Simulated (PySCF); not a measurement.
# Relaxation of singlet H₄SO

Computed with PySCF, PBE0, basis S def2-TZVP, O def2-TZVP, H def2-TZVP (no relativity, density fitting). A (50,194) grid was used.

A hand-made trigonal bipyramidal (ligand arrangement 2) start, of C3v symmetry, held to at least that symmetry:

```xyz
6
charge 0 multiplicity 1, angstrom
S     0.0000    0.0000    0.4383
O     0.0000    0.0000   -1.0717
H     0.0000    0.0000    1.7883
H     1.3500    0.0000    0.4383
H    -0.6750    1.1691    0.4383
H    -0.6750   -1.1691    0.4383
```

(1) What forces act on the atoms at the start (eV/Å)?

(2) What does it relax to?

(3) How much energy is released, and in how many steps?

## Answers

(1) 
```tsv
atom	Fx	Fy	Fz
S1	0.00	0.00	-4.87
O2	0.00	0.00	0.52
H3	0.00	0.00	1.14
H4	0.67	0.00	1.07
H5	-0.34	0.58	1.07
H6	-0.34	-0.58	1.07
```

(2) It ends at C3v with S–H 1.373 Å (×3), S–H 1.442 Å, S–O 1.471 Å; H–S–H 81.4° (×3), H–S–H 117.8° (×3), H–S–O 98.6° (×3), H–S–O 180.0°. A frequency run shows a minimum. Other isomers or separated fragments may lie lower.

(3) 39.2 kJ/mol in 5 steps.

The relaxation took 6.5 s on 2 threads of a shared Arm Neoverse V1 host, with 92 basis functions and 6 gradients; the process peaked at 0.75 GiB. Launch command: `OMP_NUM_THREADS=2 python axn.py task.json out`.
